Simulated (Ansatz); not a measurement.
# AlC (sextet): wave-function methods side by side, aug-cc-pVDZ

Aim: climb from Hartree-Fock through coupled cluster and multireference methods for AlC (sextet) at one geometry and basis, and see what each rung misses.

The runs use Ansatz 0.2.0, Gaussian basis; aug-cc-pVDZ, core rule «outside noble gas», up to 6 orbitals frozen.

To be run: UHF; CCSD(T) on ROHF; CCSD(T) on UHF; BCCD(T) on ROHF; CISD; CCSDT(Q) on ROHF; CCSDT(Q) on UHF; CISDTQ; CCSDTQ on ROHF; CCSDTQ on UHF; CASSCF and MRCISD+Q, 7 electrons in 8 orbitals; CASSCF and NEVPT2, 7 electrons in 8 orbitals.

4 further runs of the same task are left out: 1 that didn't finish, 3 set aside as unsound or not needed.

## (1) The system

The geometry is a PBE0/def2-TZVP stationary point (not a proven minimum) of the parent state, kept for this charge and spin.

2 atoms, charge 0, spin multiplicity 6.

Atoms are counted from 1 here; the program's logs count them from 0.

Bond lengths: Al1–C2 1.967 Å.

## (2) UHF

Contents of in.yaml:

```yaml
crystal:
  periodic: [false, false, false]
  atoms:
    - {symbol: Al, position_ang: [0.000000, 0.000000, 0.000000]}
    - {symbol: C, position_ang: [0.000000, 0.000000, 1.966767]}
basis:
  gaussian: {orbitals: aug-cc-pVDZ}
magnetization: {spin_polarized: true, initial_magnetization: 5}
hamiltonian: {xc: hf}
output: {orbitals: {seedname: orbitals}}
```

On the command line:

```sh
> ansatz run in.yaml --threads 1 --pin off --events-out ev --progress --plain --max-ram 3956MiB --backend cpu
```

The runs that follow: CCSD(T) on ROHF; CCSD(T) on UHF; BCCD(T) on ROHF; CISD; CCSDT(Q) on ROHF; CCSDT(Q) on UHF; CISDTQ; CCSDTQ on ROHF; CCSDTQ on UHF; CASSCF and MRCISD+Q, 7 electrons in 8 orbitals; CASSCF and NEVPT2, 7 electrons in 8 orbitals.

Before running them: what should the planned runs give, taken together? Wanted: UCCSDTQ below the RHF energy; RMP2 from UCCSDTQ; UMP2 from UCCSDTQ; RCCSD from UCCSDTQ; RCCSD(T) from UCCSDTQ; UCCSD(T) from UCCSDTQ; RCCSDT(Q) from UCCSDTQ; UCCSDT(Q) from UCCSDTQ; NEVPT2 valence from UCCSDTQ.

As calculated:

| quantity | value |
| --- | --- |
| UCCSDTQ below the RHF energy | -2.8925 eV |
| RMP2 from UCCSDTQ | +66.8 kJ/mol |
| UMP2 from UCCSDTQ | +66.2 kJ/mol |
| RCCSD from UCCSDTQ | +11.0 kJ/mol |
| RCCSD(T) from UCCSDTQ | +2.8 kJ/mol |
| UCCSD(T) from UCCSDTQ | +2.7 kJ/mol |
| RCCSDT(Q) from UCCSDTQ | +0.2 kJ/mol |
| UCCSDT(Q) from UCCSDTQ | 0.0 kJ/mol |
| NEVPT2 valence from UCCSDTQ | +55.2 kJ/mol |
| MRCISD+Q valence from UCCSDTQ | +2.4 kJ/mol |
| levels within 1 kcal/mol (43 meV) | RCCSD(T), UCCSD(T), BCCD(T), RCCSDT, UCCSDT, CISDTQ, RCCSDT(Q), UCCSDT(Q), RCCSDTQ, MRCISD+Q valence |
| T1 diagnostic | 0.027 |
| effectively unpaired electrons | 5.01 |

RCCSD(T) lands +2.8 kJ/mol from the yardstick (1.0 % of the correlation energy). One determinant dominates. Of the multireference levels listed MRCISD+Q valence comes nearest in total energy (+2.4 kJ/mol), which doesn't show that its space is the better one. These misses are within one basis, not against nature; the frozen cores of restricted and unrestricted runs differ, which can shift their rows.
